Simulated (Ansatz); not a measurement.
Antiferromagnetic (type II) rock-salt MnS was calculated with PBEsol (Ansatz, a quantum-chemistry and plane-wave program, PAW).

Settings: plane-wave cutoff 520 eV, 10×10×10 k mesh, Fermi–Dirac smearing 0.01 eV, spin-polarised with opposed moments, scalar-relativistic PAW data made under PBE.

Properties against volume (c/a stays at 2.420):

Shape and atoms are relaxed at each volume.

```csv
V (Å³/atom),P (GPa),direct gap at Γ (eV),smallest gap on the k mesh (eV)
15.284,3.64,2.377,0.136
15.602,1.74,2.388,0.241
15.921,0.00,2.398,0.341
16.239,-1.61,2.408,0.435
16.557,-3.08,2.417,0.521
```

The fundamental gap (0.34 eV at the equilibrium volume, with added k points) lies elsewhere than Γ–Γ.

Note: the bulk modulus comes from volumes at which shape and atoms were relaxed.
